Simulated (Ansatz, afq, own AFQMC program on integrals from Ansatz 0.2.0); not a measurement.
NO, quartet in 6-31G, levels against full CI

```yaml
atoms:
  - { symbol: N, position_ang: [0.0000, 0.0000, 0.0000] }
  - { symbol: O, position_ang: [0.0000, 0.0000, 3.1460] }
```

Basis 6-31G. Only valence electrons are correlated. Ansatz 0.2.0 and our own AFQMC program on the same integrals; the CISD trial comes from CCSD amplitudes, and released means the phaseless constraint is let go. Error bars are statistical, one sigma.

Determinant: ROHF, the one that the program's search chose, which needn't be the lowest solution. The geometry is a point of a scan.

Full CI on the same integrals is exact in this basis and with this determinant's frozen core.

Cautions: lower spins were not checked; a spin-contaminated unrestricted determinant lies lower (UHF 6.65 eV lower, ⟨S²⟩ 4.75); the search met a lower determinant of the same kind, perhaps of another symmetry (4.36 eV lower); strong correlation (T1 0.288, weight of the determinant 0.18, largest double 1.28); (T) is large, 17 % of the CCSD correlation; CCSD(T) is in doubt: among natural orbitals it converges to other amplitudes; the released energies are still falling, so no released level is given (meV from the phaseless value at times in 1/Eh: -11 ± 14 at 0.24, -5 ± 11 at 0.51, 5 ± 15 at 0.99, -40 ± 12 at 1.62, -48 ± 15 at 2.40); the next higher spin lies close (within 5 meV by full CI).

The T1 diagnostic is 0.2881. The weight of the determinant in the CISD state is 0.184 and the size of the correlated space is 11 electrons in 16 orbitals.

Reference: full CI, correlation energy -10.345 eV. The cautions show a poor starting determinant, so the rows tell how each method copes with it here, and full CI is the sure value.

```
        level  E − E(reference) (mEh)  share of correlation (%)
           HF                  380.17                      0.00
          MP2                  104.45                     72.53
         CCSD                   14.79                     96.11
      CCSD(T)                  -47.55                    112.51
ph-AFQMC/CISD             6.03 ± 0.39                     98.41
```
